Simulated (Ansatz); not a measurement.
Input for Ansatz (development build ahead of 0.2.0):

```yaml
crystal:
  periodic: [false, false, false]
  atoms:
    - { symbol: C, position_ang: [0.04726, -0.07207, -0.12555] }
    - { symbol: H, position_ang: [-0.01835, 0.91088, 0.6502] }
    - { symbol: H, position_ang: [0.15605, -0.87335, 0.50899] }
basis:
  gaussian: { orbitals: def2-SVP }
hamiltonian:
  xc: hf
correlation:
  method: mp2
  frozen_orbitals: { C: 1, H: 0 }
```

The input is written out in the form of the current development build from the run's settings.

Output:

| Item | Value |
| --- | --- |
| Converged | yes |
| Reference energy | -38.83005 hartree |
| Correlation energy | -0.10969 hartree |
| Total energy | -38.93974 hartree |
| Spin squared of the determinant | 0.000 |

Caution: another spin multiplicity may lie lower.
